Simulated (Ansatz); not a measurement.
Other settings, tried on B(NH2Me)H3 (CH₈BN).

```yaml
crystal:
  periodic: [false, false, false]
  atoms:
    - {symbol: B, position_ang: [-0.247666, -0.402235, -1.274765]}
    - {symbol: N, position_ang: [-0.253085, -0.424384, 0.361104]}
    - {symbol: C, position_ang: [0.440878, 0.726253, 0.988951]}
    - {symbol: H, position_ang: [0.178944, -1.299374, 0.674770]}
    - {symbol: H, position_ang: [-1.226283, -0.455441, 0.681353]}
    - {symbol: H, position_ang: [0.411926, 0.672564, 2.086386]}
    - {symbol: H, position_ang: [1.478567, 0.729665, 0.636897]}
    - {symbol: H, position_ang: [-0.044060, 1.645411, 0.641472]}
    - {symbol: H, position_ang: [0.929199, -0.416271, -1.594783]}
    - {symbol: H, position_ang: [-0.817961, 0.629925, -1.586283]}
    - {symbol: H, position_ang: [-0.850448, -1.406113, -1.615093]}
basis:
  gaussian: {orbitals: def2-TZVP, final_grid: {core_spheres: 8, valence_spheres: 7, degree: 23}}
magnetization: {spin_polarized: true, initial_magnetization: 2}
hamiltonian: {xc: {name: LC-wPBE}}
scf: {omitted_lower_state_checks: [starts]}
```

```sh
$ ansatz run in.yaml --threads 4 --pin off --events-out ev --progress --plain --max-ram 3916MiB
```

It prints (some lines left out):

```
Functional definition: LC-wPBE
856 factors; their error is unknown
343 factors; integrals over basis functions are off by at most 1.7e-5 eV
mean field evaluation 1: about -3321.4108 eV, gradient 2.9e1 eV
mean field evaluation 2: about -3322.9436 eV, gradient 2.5e1 eV
mean field evaluation 4: about -3325.5510 eV, gradient 1.7e0 eV
mean field evaluation 8: about -3325.6262 eV, gradient 1.2e-1 eV
mean field evaluation 16: about -3325.5991 eV, gradient 5.1e-3 eV
mean field evaluation 32: about -3325.6224 eV, gradient 2.0e-5 eV
mean field -3325.62240803 eV, -122.2143693073 hartree, gradient 6.1e-6 eV, S^2 2.009395; 0 other end points of the search recorded, 0 dependent functions left out
reference -3325.62240804 eV, -122.2143693077 hartree; 14, 12 occupied and 127, 129 virtual orbitals, 856 factors
Total energy: -3325.62240804 eV, -122.2143693077 hartree
Checks for a lower state left out: starts
```

Run time 3 s (4 threads of Arm Neoverse V1 on a shared host).

LC-ωPBE has ω = 0.4 bohr⁻¹.
